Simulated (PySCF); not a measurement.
**Vertical excitation energies**

Compound: fluorine, F2.
SMILES: `FF`

Computed with TDDFT CAM-B3LYP/def2-SVPD, vertical, gas phase, core orbitals frozen in the response in PySCF 2.14.0, density-fitted response routines. Isolated species at its GFN2-xTB geometry, gas phase.

Q: Predict the UV-vis stick spectrum at this level.

A: 

```
state  E (eV)  E (kJ/mol)  λ (nm)       f  |μ| (D)  symmetry         main configurations (H = HOMO, L = LUMO)
   S1    4.46         431   277.8  0.0001     0.05         –                                    H-1/H→L (99%)
   S2    4.46         431   277.8  0.0001     0.05         –                                    H-1/H→L (99%)
   S3    8.10         781   153.1  0.0000     0.00         –                                 H-3/H-2→L (≥96%)
   S4    8.10         781   153.1  0.0000     0.00         –                                 H-3/H-2→L (≥96%)
   S5   12.98        1252    95.5  0.0000     0.00         –                                 H-1/H→L+2 (≥96%)
   S6   12.98        1252    95.5  0.0000     0.00         –                                 H-1/H→L+2 (≥96%)
   S7   13.05        1259    95.0   0.467     3.07       Σu+  H-4→L (54%), H-1/H→L+3 (≥12%), H-1/H→L+4 (≥12%)
```

Triplets, Tamm–Dancoff:

| state | E (eV) | λ (nm) | main configurations (H = HOMO, L = LUMO) |
| --- | --- | --- | --- |
| T1 | 3.02 | 410.4 | H-1/H→L (≥91%) |
| T2 | 3.02 | 410.4 | H-1/H→L (≥91%) |

The lowest singlet level (S1/S2) lies at 4.46 eV (278 nm, ultraviolet) and is dark (f under 0.0005). The most intense listed level is S7 at 13.05 eV (95 nm, f = 0.467), 8.59 eV above S1. It is the last of those listed, so stronger ones may follow. S1/S2, S3/S4 and S5/S6 lie within about 0.01 eV of each other in each set; the point group D∞h has degenerate representations, and within a degenerate level the listed configurations can mix freely. Weighted by f, the mean energy of these states is 13.05 eV. Orbital energies (eV): HOMO-3 -17.26, HOMO-2 -17.26, HOMO-1 -13.63, HOMO -13.63, LUMO -2.90, LUMO+1 3.39, LUMO+2 3.65. The listed states span 8.59 eV, and the widest gap between neighbours is 4.88 eV (S4 to S5). Symmetry labels in D∞h follow from the direction of the transition dipole and are given only for states with f of 0.002 or more. Orbitals of the list HOMO-3 to LUMO+2 that lie within 0.01 eV of each other are written together with a slash and their weights summed (≥ marks a lower bound); for degenerate orbitals outside that list single weights are arbitrary. The window holds the lowest 8 singlets. The highest level found (13.36 eV, f 0.035 so far) is left out, since the window may have cut off a degenerate partner.

Hardware: an Arm Neoverse V1 with one thread (shared host). Cost: 0.9 s.
